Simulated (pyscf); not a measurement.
Substitution at C: F⁻ + H₃C–Br -> H₃C–F + Br⁻

Gas phase, singlet surface, charge -1. Bonds broken: C2–Br3. Bonds formed: F1–C2. Structures and frequencies: ωB97X-D3(BJ)/def2-SVPD in PySCF. MP2 and CC: frozen core, UHF for open shells. ΔMP2 is the change of the MP2 total energy from the triple- to the quadruple-zeta basis.

Transition state (Å):

```xyz
6

F      0.0109     1.0665     1.3853
C     -1.0914    -0.0606    -0.0270
Br    -2.2465    -1.2413    -1.5064
H     -1.8979     0.5578     0.3457
H     -0.7503    -0.8779     0.5955
H     -0.3794     0.3904    -0.7063
```

One imaginary mode, 400i cm⁻¹; descent along it reached the two sides named, in the forms told below.

```
bond    change  reactant side (Å)  saddle  product side
------  ------  -----------------  ------  ------------
C2–Br3  breaks              2.005   2.217           3.4
F1–C2    forms              2.501   2.117         1.414
```

Electronic energies relative to the separated reactants (kJ/mol):

```csv
level,barrier,reaction energy,reverse barrier
ωB97X-D3(BJ)/def2-TZVPD,-57.6,-162.6,105.0
PBE/def2-TZVPD,-83.8,-155.5,71.7
r²SCAN/def2-TZVPD,-90.7,-175.8,85.1
B3LYP-D3(BJ)/def2-TZVPD,-77.0,-166.5,89.5
PBE0-D3(BJ)/def2-TZVPD,-73.1,-172.2,99.2
M06-2X/def2-TZVPD,-70.3,-189.0,118.7
ωB97M-D3(BJ)/def2-TZVPD,-63.2,-170.9,107.8
HF/def2-TZVPD,-58.0,-229.2,171.2
MP2/def2-QZVPPD,-54.6,-155.4,100.8
CCSD/def2-TZVPPD,-55.9,-172.0,116.1
CCSD(T)/def2-TZVPPD,-62.0,-163.0,101.1
CCSD(T)/def2-TZVPPD + ΔMP2(QZVPPD),-64.0,-166.9,103.0
```

With CCSD(T)/def2-TZVPPD + ΔMP2(QZVPPD) energies and thermal terms (ideal gas, 1 atm, RRHO with modes under 100 cm⁻¹ raised to 100, one conformer, R ln 2 for rigid chiral ones), in kJ/mol:

| T (K) | ΔH‡ | ΔG‡ | ΔH | ΔG |
|---|---|---|---|---|
| 298 | -66.1 | -34.9 | -162.1 | -160.6 |
| 600 | -66.5 | -3.1 | -163.6 | -158.6 |
| 900 | -67.2 | 28.7 | -164.7 | -155.8 |
| 1200 | -68.2 | 60.8 | -165.3 | -152.7 |

On the reactant side the descent ends in a bound adduct, 64.5 kJ/mol under the separated species and 6.9 kJ/mol under the saddle at ωB97X-D3(BJ)/def2-TZVPD. On the product side the descent ends in a bound adduct, 35.2 kJ/mol under the separated species and 140.2 kJ/mol under the saddle at ωB97X-D3(BJ)/def2-TZVPD. At ωB97X-D3(BJ), ωB97M-D3(BJ), HF, MP2, CCSD, CCSD(T), CCSD(T) the saddle lies under the separated reactants, which points to a path from their complex (located at ωB97X-D3(BJ) alone). At PBE, r²SCAN, B3LYP-D3(BJ), PBE0-D3(BJ), M06-2X this geometry lies under the reactants; that is no barrier but a single point on another level's saddle; such a level's own saddle, if it has one, lies nearer that side and is low. One saddle was located; it need not be the lowest between these sides. The angle at the attacked C is 180°. The CCSD(T) − MP2 part came from Ansatz, without density fitting, on the same reference. The frozen core leaves the outer d or s,p core shells of the metals and heavy elements correlated in the MP2 and CC values, and def2-TZVPP describes them poorly, which can shift differences by a few kcal/mol. Elements up to Kr have no core potential and no relativistic terms here.
